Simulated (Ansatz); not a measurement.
Relaxed structures of C2H5Si (charge +1), singlet (PBE0-D4/def2-TZVP; forces vanish, vibrations not checked; lower isomers may exist, and structures with a doubtful reference or unclear bonds are left out; Å). Program: Ansatz 0.2.0. Basis: def2-TZVPP. Cores are frozen in the correlated methods.

Q: Rank them by CCSD(T) energy, lowest first, and give each one's height above the lowest. Links in brackets join atoms within 1.22 times the sum of their covalent radii (1.1 for two metals). (To be estimated.)
A.
C₂H₅Si ([CH2][C][SiH3]), total charge +1
```
8
angstrom
C -0.8629 0.9055 -0.2721
C -0.1254 -0.0775 0.0377
Si 0.9569 -1.4571 0.6864
H -1.1838 1.0416 -1.3129
H 0.8543 -0.8669 2.0581
H -1.2030 1.6417 0.4641
H 2.2849 -1.3178 0.0648
H 0.2238 -2.7231 0.5154
```
B.
C₂H₅Si ([CH3][C][SiH2]), total charge +1
```
8
angstrom
C -0.9331 1.0024 -0.4063
C -0.1562 -0.0259 0.0093
Si 0.8462 -1.3065 0.5276
H -1.2754 1.0767 -1.4422
H 0.3503 1.1063 -0.4409
H -1.2848 1.7693 0.2893
H 2.2994 -1.1130 0.4583
H 0.1535 -2.5093 1.0049
```
C.
C₂H₅Si ([CH2][CH][SiH2]), total charge +1
```
8
angstrom
C -0.6871 0.9449 -0.2863
C -0.5923 -0.0407 0.6307
Si 0.6775 -1.2681 0.3990
H -0.0237 1.0097 -1.1450
H -1.2711 -0.0770 1.4779
H -1.4397 1.7246 -0.2043
H 1.5576 -1.1473 -0.7761
H 0.8773 -2.3896 1.3316
```

A: Computed: C (0.00 kcal/mol), A (35.37 kcal/mol), B (50.43 kcal/mol). Heights count from the lowest.

The T1 diagnostic stays at or below 0.023.

For scale, one of the runs: CCSD(T)/def2-TZVPP, 174 basis functions, launched by `ansatz run in.yaml --threads 2 --pin off --events-out ev --progress --plain --max-ram 4352MiB`. The run took 17 s on 2 CPU threads of an Arm Neoverse V2 (shared host), with 1.5 GiB of host memory at its peak.
